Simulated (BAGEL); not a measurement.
**[SiH3]− (SMILES [SiH3-]): a chain of runs**

Wanted: the energy (HF/6-31G*), then the energy (NEVPT2(2,2)/6-31G*), then the energy (CASPT2(2,2)/6-31G*) of [SiH3]−. 

The calculation is run with BAGEL 1.2.2.

1 further run of the same task is left out (set aside as unsound or not needed).

## Step 1: The molecule

[SiH3]− has 4 atoms, charge -1, and is taken as a singlet. As SMILES, `[SiH3-]`. The Si1–H4 distance was set to 3.555 Å, away from the relaxed value. At this shape a bond of the SMILES string is far longer than usual.

Bond lengths: Si1–H2 1.546 Å, Si1–H3 1.546 Å. Angles: H2–Si1–H3 94.1°.

## Step 2: The energy at HF/6-31G(d) (density fitting with svp-jkfit, spherical functions) (run 1)

input.json reads:

```json
{ "bagel": [

{
  "title": "molecule",
  "basis": "6-31gs.json",
  "df_basis": "svp-jkfit",
  "angstrom": false,
  "geometry": [
    { "atom": "Si", "xyz": [     3.98621663,    -1.96994122,     0.88298020 ] },
    { "atom": "H", "xyz": [     3.77248861,    -0.69815554,     3.50365239 ] },
    { "atom": "H", "xyz": [     2.40224820,    -4.29997353,     1.65342154 ] },
    { "atom": "H", "xyz": [    -1.26195911,     1.34586295,    -1.68525776 ] }
  ]
},

{ "title": "hf", "charge": -1 },

{ "title": "print", "file": "orbitals.molden", "orbitals": true }

]}
```

The basis set 6-31G* is read from a file made from the Basis Set Exchange's data (not shown).

The run is started by

```
$ BAGEL_NUM_THREADS=1 BAGEL input.json > input.out
```

Output:

```text
* using 1 threads per process

  ===============================================================
  ===============================================================

  *** Geometry ***

  { "atom" : "Si", "xyz" : [      3.986217,     -1.969941,      0.882980 ] },
  { "atom" : "H", "xyz" : [      3.772489,     -0.698156,      3.503652 ] },
  { "atom" : "H", "xyz" : [      2.402248,     -4.299974,      1.653422 ] },
  { "atom" : "H", "xyz" : [     -1.261959,      1.345863,     -1.685258 ] },

  Number of auxiliary basis functions:      182

  Since a DF basis is specified, we compute 2- and 3-index integrals:
    o Being stored without compression. Storage requirement is 0.001 GB

  Number of basis functions:       24
  Number of electrons      :       17

    * METHOD: MOLECULE                             0.03

  *** RHF ***

  === Nuclear Repulsion ===
    12.1703070333

      * DIIS with orbital gradients will be used.

  === RHF iteration (6-31gs.json) ===
      0       -290.43901014          0.01427638           0.00
      1       -290.47231431          0.00357798           0.00
      2       -290.47479220          0.00131108           0.00
      3       -290.47528878          0.00054392           0.00
      4       -290.47538378          0.00023151           0.00
      5       -290.47539922          0.00003934           0.00
      6       -290.47539961          0.00000946           0.00
      7       -290.47539964          0.00000106           0.00
      8       -290.47539964          0.00000021           0.00
      9       -290.47539964          0.00000003           0.00
     10       -290.47539964          0.00000001           0.00
    * SCF iteration converged.

    * Permanent dipole moment:
           (   -2.791119,     1.925130,    -1.680733) a.u.

    * METHOD: HF                                   0.04

    * METHOD: PRINT                                0.00

  ===============================================================
```

Run time: 0.48 s. Hardware: 1 thread of AMD EPYC 7R43 (Zen 3), shared host; peak memory 0.14 GiB.

## Step 3: A single-point energy at NEVPT2(2,2)/6-31G(d) (density fitting with svp-jkfit, spherical functions) (run 2)

input.json reads:

```json
{ "bagel" : [

{
  "title" : "molecule",
  "basis" : "6-31gs.json",
  "df_basis" : "svp-jkfit",
  "geometry" : [
    { "atom" : "Si", "xyz" : [  3.98621663, -1.96994122,  0.88298020 ] },
    { "atom" : "H", "xyz" : [  3.77248861, -0.69815554,  3.50365239 ] },
    { "atom" : "H", "xyz" : [  2.40224820, -4.29997353,  1.65342154 ] },
    { "atom" : "H", "xyz" : [ -1.26195911,  1.34586295, -1.68525776 ] }
  ]
},
{ "title" : "hf", "charge" : -1 },
{ "title" : "casscf", "nstate" : 1, "nact" : 2, "nclosed" : 8, "charge" : -1, "active" : [9, 10], "maxiter" : 200, "natocc" : "true" },
{
  "title" : "nevpt2",
  "nstate" : 1,
  "nact" : 2,
  "nclosed" : 8,
  "charge" : -1,
  "active" : [9, 10],
  "maxiter" : 200,
  "natocc" : "true",
  "ncore" : 5
},
{ "title" : "print", "file" : "orbitals.molden", "orbitals" : "true" }

]}
```

The basis set 6-31G* is read from a file made from the Basis Set Exchange's data (not shown).

The run is started by

```
$ BAGEL_NUM_THREADS=1 BAGEL input.json > input.out
```

Output:

```text
* using 1 threads per process

  ===============================================================
  ===============================================================

  *** Geometry ***

  { "atom" : "Si", "xyz" : [      3.986217,     -1.969941,      0.882980 ] },
  { "atom" : "H", "xyz" : [      3.772489,     -0.698156,      3.503652 ] },
  { "atom" : "H", "xyz" : [      2.402248,     -4.299974,      1.653422 ] },
  { "atom" : "H", "xyz" : [     -1.261959,      1.345863,     -1.685258 ] },

  Number of auxiliary basis functions:      182

  Since a DF basis is specified, we compute 2- and 3-index integrals:
    o Being stored without compression. Storage requirement is 0.001 GB

  Number of basis functions:       24
  Number of electrons      :       17

[... 15 lines left out ...]
    * SCF iteration converged.
[... 1 line left out ...]
    * Permanent dipole moment:
[... 27 lines left out ...]
    * Second-order optimization converged. *
[... 1 line left out ...]
     guess   0:   closed 1.                   open ..

  === FCI iteration ===

      0  0      -290.44638604     8.11e-02      0.00
      1  0      -290.49939130     2.88e-02      0.00
      2  0 *    -290.51861502     7.59e-17      0.00

     * ci vector, state   0, <S^2> = 0.0000
       2.     0.8981186577
       .2    -0.4397531998

    * METHOD: CASSCF                               0.20

    * freezing 5 orbitals

  === DF-NEVPT2 calculation ===

    * 3-index integral transformation done
    * assembly done

      NEVPT2 correlation energy:   -0.0741739307      0.00

          (+0)     -0.0538995968
          (+0)'    -0.0056815451
          (+1)     -0.0035386549
          (+1)'    -0.0000000000
          (+2)     -0.0004048770
          (-1)     -0.0103247993
          (-1)'     0.0000000000
          (-2)     -0.0003244575

      NEVPT2 total energy:       -290.5927889512

    * METHOD: NEVPT2                               0.01

    * METHOD: PRINT                                0.01

  ===============================================================
```

It took 0.68 s on 1 thread of AMD EPYC 7R43 (Zen 3), shared host; peak memory 0.14 GiB.

## Step 4: The energy at CASPT2(2,2)/6-31G(d) (density fitting with svp-jkfit, spherical functions) (run 3)

job.json reads:

```json
{ "bagel" : [

{
  "title" : "molecule",
  "basis" : "6-31gs.json",
  "df_basis" : "svp-jkfit",
  "angstrom" : false,
  "geometry" : [
    { "atom" : "Si", "xyz" : [  3.98621663, -1.96994122,  0.88298020 ] },
    { "atom" : "H", "xyz" : [  3.77248861, -0.69815554,  3.50365239 ] },
    { "atom" : "H", "xyz" : [  2.40224820, -4.29997353,  1.65342154 ] },
    { "atom" : "H", "xyz" : [ -1.26195911,  1.34586295, -1.68525776 ] }
  ]
},
{
  "title" : "hf",
  "charge" : -1
},
{
  "title" : "casscf",
  "nstate" : 1,
  "nact" : 2,
  "nclosed" : 8,
  "charge" : -1,
  "active" : [9, 10],
  "maxiter" : 200,
  "natocc" : true
},
{
  "title" : "print",
  "file" : "orbitals.molden",
  "orbitals" : true
},
{
  "title" : "smith",
  "method" : "caspt2",
  "ms" : true,
  "xms" : true,
  "sssr" : true,
  "shift" : 0.2,
  "shift_imag" : true,
  "ncore" : 5
}

]}
```

The basis set 6-31G* is read from a file made from the Basis Set Exchange's data (not shown).

The run is started by

```
$ BAGEL_NUM_THREADS=1 BAGEL job.json > job.out
```

Output:

```text
* using 1 threads per process

  ===============================================================
  ===============================================================

  *** Geometry ***

  { "atom" : "Si", "xyz" : [      3.986217,     -1.969941,      0.882980 ] },
  { "atom" : "H", "xyz" : [      3.772489,     -0.698156,      3.503652 ] },
  { "atom" : "H", "xyz" : [      2.402248,     -4.299974,      1.653422 ] },
  { "atom" : "H", "xyz" : [     -1.261959,      1.345863,     -1.685258 ] },

  Number of auxiliary basis functions:      182

  Since a DF basis is specified, we compute 2- and 3-index integrals:
    o Being stored without compression. Storage requirement is 0.001 GB

  Number of basis functions:       24
  Number of electrons      :       17

[... 15 lines left out ...]
    * SCF iteration converged.
[... 1 line left out ...]
    * Permanent dipole moment:
[... 27 lines left out ...]
    * Second-order optimization converged. *
[... 9 lines left out ...]
     * ci vector, state   0, <S^2> = 0.0000
[... 16 lines left out ...]
    * Zeroth order energy : state  0        0.0059942873
[... 4 lines left out ...]
       #      aibj      arbs      arbi      airj      risj      airs      arst      rist         Etot      error   time
[... 2 lines left out ...]
       0  -0.05329  -0.00041  -0.01070  -0.00386  -0.00068  -0.00538  -0.00000   0.00000   -0.0743066  0.0016602   0.00
       1  -0.05329  -0.00041  -0.01071  -0.00388  -0.00070  -0.00547  -0.00000   0.00000   -0.0744649  0.0002809   0.00
       2  -0.05329  -0.00041  -0.01070  -0.00388  -0.00071  -0.00547   0.00000  -0.00000   -0.0744705  0.0000489   0.00
       3  -0.05329  -0.00041  -0.01071  -0.00388  -0.00071  -0.00547  -0.00000  -0.00000   -0.0744707  0.0000092   0.00
       4  -0.05329  -0.00041  -0.01071  -0.00388  -0.00071  -0.00547   0.00000  -0.00000   -0.0744707  0.0000011   0.00
       5  -0.05329  -0.00041  -0.01071  -0.00388  -0.00071  -0.00547  -0.00000  -0.00000   -0.0744707  0.0000002   0.00

      ------------------------------------------------------------------------------------------------------------------

    * CASPT2 energy : state  0     -290.5942781855
        w/o shift correction       -290.5930857129
        reference weight              0.9587860127

    * METHOD: SMITH                                0.03

  ===============================================================
```

Run time: 0.7 s. Hardware: 1 thread of AMD EPYC 7R43 (Zen 3), shared host; peak memory 0.14 GiB.

## Step 5: What came out

```
                                                               quantity          value
                                         run 1, HF/6-31G*: total energy  -290.47540 Eh
                                          run 1, HF/6-31G*: HOMO energy       -1.07 eV
                                          run 1, HF/6-31G*: LUMO energy        5.33 eV
run 1, HF/6-31G*: HOMO–LUMO gap (to an unbound level, set by the basis)        6.39 eV
                                run 2, NEVPT2(2,2)/6-31G*: total energy  -290.59279 Eh
                                run 3, CASPT2(2,2)/6-31G*: total energy  -290.59428 Eh
```
